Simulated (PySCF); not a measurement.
# CH6BO−: geometry, NMR shifts, spin-spin couplings, electronic excitations and core binding energies

Aim: predict the NMR shifts, spin-spin couplings, electronic excitations and core binding energies of CH6BO− (`[BH3-]OC`).

The runs use PySCF 2.14.0, with density-fitted response routines of our own; the level of theory stands in each step. All values are computed, except where a source is named. Atoms count from 0, in the outputs and in this text.

## 1. The molecule as given

9 atoms, charge -1, multiplicity 1; geometry from: GFN2-xTB.

Bonds of the start (Å): B0–O1 1.52, O1–C2 1.36, B0–H3 1.24, B0–H4 1.24, B0–H5 1.21, C2–H6 1.11, C2–H7 1.11, C2–H8 1.11.

## 2. Geometry optimisation at PBE0-D3(BJ)/def2-SVP

Job settings and geometry (Å):

```
{"job": {"xc": "PBE0", "basis": "def2-SVP", "d3": "d3bj", "grid": 1, "kind": "geom"}, "charge": -1, "multiplicity": 1}
B      1.200870     0.171678    -0.044869
O     -0.147231     0.330020    -0.730958
C     -1.187410    -0.120807     0.026028
H      1.413591    -1.020090     0.200840
H      1.213606     0.805038     1.015479
H      2.032940     0.604719    -0.812431
H     -1.101220    -1.199638     0.275374
H     -2.135970     0.021759    -0.523154
H     -1.275615     0.413314     0.995752
```

The log of the run:

```text
step   0  E = -141.53388479  max force = 0.023347
step   1  E = -141.53552253  max force = 0.011065
step   2  E = -141.53576119  max force = 0.003089
step   3  E = -141.53579158  max force = 0.000603
step   4  E = -141.53579457  max force = 0.000185
optimisation converged
```

Wall time 6.2 s (1 thread, shared host).

Step by step:

```csv
step,energy from step 0 (eV),largest force component (eV/Å)
0,0.0000,1.2006
1,-0.0446,0.5690
2,-0.0511,0.1588
3,-0.0519,0.0310
4,-0.0520,0.0095
```

Close pairs (by a distance rule), those that changed most:

```csv
bond,before (Å),after (Å),change (Å)
B0–H5,1.212,1.250,+0.038
B0–O1,1.521,1.487,-0.034
B0–H4,1.235,1.266,+0.031
B0–H3,1.235,1.266,+0.031
C2–H8,1.111,1.121,+0.010
C2–H6,1.111,1.121,+0.010
C2–H7,1.105,1.114,+0.009
O1–C2,1.363,1.359,-0.004
```

The final coordinates are the input of the step that follows.

```csv
at the end point,value
point group (found at 0.08 Å tolerance),Cs
"rotational constants (GHz, main isotopes)","37.047, 9.660, 8.630"
```

## 3. Nuclear shieldings: PBE0/pcSseg-1

Job settings and geometry (Å):

```
{"job": {"kind": "nmr", "xc": "PBE0", "basis": "pcSseg-1"}, "charge": -1, "multiplicity": 1}
B      0.880818     0.437713    -0.604582
O     -0.449094     0.581072    -1.253858
C     -1.489153     0.132151    -0.502555
H      1.131643    -0.776318    -0.345343
H      0.927210     1.082260     0.484636
H      1.757092     0.879633    -1.378270
H     -1.415267    -0.954324    -0.237836
H     -2.456823     0.264015    -1.038590
H     -1.593175     0.659992     0.480583
```

Method: GIAO PBE0/pcSseg-1 NMR shielding, non-relativistic, gas phase.

The log of the run:

```text
coarse grid: 6984 points
cycle   1  E = -141.4793533702  dE =  5.118e-02  |g| = 6.950e-01  |ddm| = 2.291e+00
cycle   2  E = -141.3044016505  dE =  1.750e-01  |g| = 1.184e+00  |ddm| = 2.835e+00
cycle   3  E = -141.5970072097  dE = -2.926e-01  |g| = 9.927e-02  |ddm| = 2.014e+00
cycle   4  E = -141.5989668181  dE = -1.960e-03  |g| = 4.085e-02  |ddm| = 1.132e-01
cycle   5  E = -141.5994377687  dE = -4.710e-04  |g| = 4.481e-03  |ddm| = 4.338e-02
cycle   6  E = -141.5994416537  dE = -3.885e-06  |g| = 1.723e-03  |ddm| = 5.915e-03
final grid: 65856 points
cycle   7  E = -141.6264255894  dE = -1.358e-05  |g| = 8.605e-03  |ddm| = 1.430e-02
cycle   8  E = -141.6264146012  dE =  1.099e-05  |g| = 1.169e-02  |ddm| = 1.145e-02
cycle   9  E = -141.6264396312  dE = -2.503e-05  |g| = 1.064e-03  |ddm| = 7.559e-03
cycle  10  E = -141.6264398839  dE = -2.527e-07  |g| = 9.113e-05  |ddm| = 1.236e-03
cycle  11  E = -141.6264398856  dE = -1.700e-09  |g| = 3.609e-05  |ddm| = 1.101e-04
cycle  12  E = -141.6264398859  dE = -3.417e-10  |g| = 7.607e-06  |ddm| = 4.289e-05
converged SCF energy = -141.6264398859

GIAO shielding tensors (ppm)
atom      isotropic    diamagn.    paramagn.     s11        s22        s33       span
  0 B      114.888     186.326     -71.438     95.355     98.090    151.220     55.865
  1 O      335.750     393.104     -57.354    273.593    364.612    369.045     95.451
  2 C      123.239     241.539    -118.300     91.433     94.988    183.295     91.862
  3 H       28.971      30.145      -1.174     26.119     28.145     32.650      6.531
  4 H       28.972      30.126      -1.154     26.121     28.145     32.650      6.529
  5 H       28.631      30.107      -1.477     26.439     27.064     32.390      5.952
  6 H       28.233      29.271      -1.039     24.980     26.565     33.152      8.172
  7 H       27.996      28.323      -0.328     24.035     25.733     34.219     10.184
  8 H       28.232      29.210      -0.978     24.978     26.565     33.153      8.175
```

Wall time 3.8 s (1 thread, shared host).

Shifts follow as δ = σ(reference) − σ, with reference shieldings (ppm) from runs at the same level and on the same kind of geometry: ¹H TMS 31.27, ¹³C TMS 184.4, ¹⁷O H2O 334.6, ¹¹B BF3·OEt2 100.7. The references are single molecules in the gas phase, so shifts against H2O, NH3, PH3, H3PO4 or CFCl3 are not on the usual liquid scales and can be off by tens of ppm. Atoms listed in one row are averaged.

```csv
atoms,environment,σ (ppm),δ (ppm)
C2,methyl carbon bonded to O,123.2,61.2
"H6, H7, H8",hydrogen on a methyl carbon bonded to O,28.15,3.11
"H3, H4, H5",hydrogen on a boron bonded to O,28.86,2.41
B0,"boron bonded to O, 3 H",114.9,-14.2
O1,"oxygen bonded to C, B",335.8,-1.2
```

Charges from the same density, by scheme (e):

```csv
atoms,Mulliken,IAO,Hirshfeld,ESP fit
B0,0.15,-0.28,-0.14,0.21
O1,-0.57,-0.48,-0.25,-0.49
C2,0.03,-0.15,-0.07,0.20
```

Mayer bond orders: B0–O1 0.82, O1–C2 1.05.

## 4. Indirect couplings: B3LYP/pcJ-1

Same as in step 3 but for these lines:

```diff
@@ -1,2 +1,2 @@
-{"job": {"kind": "nmr", "xc": "PBE0", "basis": "pcSseg-1"}, "charge": -1, "multiplicity": 1}
+{"job": {"kind": "j", "xc": "B3LYP", "basis": "pcJ-1"}, "charge": -1, "multiplicity": 1}
 B      0.880818     0.437713    -0.604582
```

Method: B3LYP/pcJ-1 indirect spin-spin coupling, non-relativistic, gas phase.

The log of the run:

```text
coarse grid: 6984 points
cycle   1  E = -141.6665890021  dE =  3.109e-02  |g| = 7.629e-01  |ddm| = 2.089e+00
cycle   2  E = -141.3482929981  dE =  3.183e-01  |g| = 1.474e+00  |ddm| = 3.672e+00
cycle   3  E = -141.8006742445  dE = -4.524e-01  |g| = 1.226e-01  |ddm| = 2.879e+00
cycle   4  E = -141.8032091157  dE = -2.535e-03  |g| = 6.458e-02  |ddm| = 1.499e-01
cycle   5  E = -141.8043366834  dE = -1.128e-03  |g| = 7.346e-03  |ddm| = 6.571e-02
cycle   6  E = -141.8043472325  dE = -1.055e-05  |g| = 2.896e-03  |ddm| = 9.325e-03
cycle   7  E = -141.8043492203  dE = -1.988e-06  |g| = 4.963e-04  |ddm| = 2.454e-03
final grid: 65856 points
cycle   8  E = -141.8355298446  dE = -7.729e-05  |g| = 3.466e-03  |ddm| = 1.265e-02
cycle   9  E = -141.8355292734  dE =  5.712e-07  |g| = 3.193e-03  |ddm| = 3.894e-03
cycle  10  E = -141.8355314256  dE = -2.152e-06  |g| = 7.551e-04  |ddm| = 2.408e-03
cycle  11  E = -141.8355315224  dE = -9.682e-08  |g| = 3.001e-04  |ddm| = 6.146e-04
cycle  12  E = -141.8355315382  dE = -1.577e-08  |g| = 3.279e-05  |ddm| = 2.898e-04
cycle  13  E = -141.8355315384  dE = -1.874e-10  |g| = 5.844e-06  |ddm| = 3.613e-05
converged SCF energy = -141.8355315384

Indirect spin-spin couplings (Hz)
  i      j    bonds     total        FC       PSO       DSO        SD
  0 B    1 O    1      2.931     1.806     1.511    -0.095    -0.292
  0 B    2 C    2     -1.508    -1.363    -0.056    -0.095     0.006
  0 B    3 H    1     94.364    94.019    -0.462     0.759     0.048
  0 B    4 H    1     94.365    94.020    -0.462     0.759     0.048
  0 B    5 H    1     99.584    99.248    -0.448     0.722     0.061
  0 B    6 H    3      1.553     1.639     0.065    -0.152     0.002
  0 B    7 H    3      9.815     9.846     0.750    -0.822     0.041
  0 B    8 H    3      1.545     1.631     0.065    -0.153     0.002
  1 O    2 C    1     24.737    22.953     2.323    -0.085    -0.454
  1 O    3 H    2     -2.259    -2.161    -0.164     0.072    -0.005
  1 O    4 H    2     -2.255    -2.157    -0.164     0.072    -0.005
  1 O    5 H    2    -14.549   -14.545    -0.061     0.018     0.039
  1 O    6 H    2     -3.819    -3.100    -1.014     0.230     0.064
  1 O    7 H    2    -11.761   -11.346    -0.713     0.191     0.107
  1 O    8 H    2     -3.822    -3.103    -1.014     0.230     0.064
  2 C    3 H    3      4.932     5.030     0.012    -0.080    -0.030
  2 C    4 H    3      4.955     5.053     0.012    -0.080    -0.030
  2 C    5 H    3     17.716    17.706     0.462    -0.510     0.058
  2 C    6 H    1    134.416   133.060     0.513     0.755     0.088
  2 C    7 H    1    133.666   132.143     0.735     0.735     0.054
  2 C    8 H    1    134.436   133.080     0.513     0.755     0.088
  3 H    4 H    2     -6.305    -6.382     0.864    -0.864     0.077
  3 H    5 H    2     -7.117    -7.144     0.976    -1.008     0.060
  3 H    6 H    4     -0.243    -0.310    -0.924     0.941     0.049
  3 H    7 H    4     -0.385    -0.220     1.525    -1.680    -0.011
  3 H    8 H    4      0.508     0.597     0.605    -0.702     0.008
  4 H    5 H    2     -7.117    -7.145     0.976    -1.008     0.060
  4 H    6 H    4      0.511     0.599     0.602    -0.698     0.008
  4 H    7 H    4     -0.383    -0.218     1.527    -1.681    -0.011
  4 H    8 H    4     -0.244    -0.310    -0.923     0.941     0.049
  5 H    6 H    4     -0.552    -0.394     1.278    -1.429    -0.007
  5 H    7 H    4      1.276     1.389     1.592    -1.710     0.006
  5 H    8 H    4     -0.552    -0.394     1.277    -1.428    -0.007
  6 H    7 H    2     -8.793    -9.093     2.255    -2.265     0.311
  6 H    8 H    2    -10.234   -10.613     2.034    -2.025     0.370
  7 H    8 H    2     -8.786    -9.087     2.255    -2.266     0.311
```

Run time: 9.3 s. Hardware: 1 thread, shared host.

A choice of the couplings up to four bonds, sorted by the number of bonds, with means over like pairs; isotopes 11B, 13C, 1H, 17O:

```csv
pair,bonds,J (Hz),Fermi contact (Hz)
C2–H6,1,134.2,132.8
B0–H3,1,96.1,95.8
O1–C2,1,24.7,23.0
B0–O1,1,2.9,1.8
H6–H7,2,-9.3,-9.6
H3–H4,2,-6.8,-6.9
O1–H6,2,-6.5,-5.8
O1–H3,2,-6.4,-6.3
B0–C2,2,-1.5,-1.4
C2–H3,3,9.2,9.3
B0–H6,3,4.3,4.4
```

Quadrupole couplings from the field gradients of the same density:

```csv
atom,isotope,eQq/h (MHz),η
O1,17O,-10.9,0.60
B0,11B,1.071,0.16
```

Shifts (PBE0/pcSseg-1, unscaled) and these couplings together give the proton spectrum at 300 MHz below. Couplings to quadrupolar nuclei are left out.

¹H NMR δ 3.11 (s, 3H), 2.41 (br, 3H).

(Part 1 of 2 ends here.)
